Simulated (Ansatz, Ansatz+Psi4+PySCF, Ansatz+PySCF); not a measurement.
```yaml
atoms:
  - { symbol: C, position_ang: [0.0000, -0.1797, -1.2252] }
  - { symbol: N, position_ang: [0.0000, 0.4795, -0.0191] }
  - { symbol: C, position_ang: [0.0000, -0.1481, 1.2094] }
  - { symbol: H, position_ang: [0.0000, 0.4027, -2.1307] }
  - { symbol: H, position_ang: [0.0000, -1.2557, -1.2025] }
  - { symbol: H, position_ang: [0.0000, 1.4893, -0.0173] }
  - { symbol: H, position_ang: [0.0000, 0.5630, 2.0273] }
  - { symbol: O, position_ang: [0.0000, -1.3510, 1.3581] }
```

Basis set: cc-pVTZ (spherical functions). Left uncorrelated: 4 orbitals. Correlation on ROHF uses semicanonical orbitals with singles. Charge 0, multiplicity 2.

Computed with Ansatz (development build ahead of 0.2.0); each method stands on the lowest determinant of its kind that the runs found.

(1) Give the atomization energy at this shape (free ground-state atoms in the same class of orbitals less the molecule, no zero-point energy) of doublet C₂H₄NO by ROHF-MP2, UHF-MP2.

Answers

(1)

| method | atomization energy |
| --- | --- |
| ROHF-MP2 | 3130.6 kJ/mol |
| UHF-MP2 | 3126.2 kJ/mol |
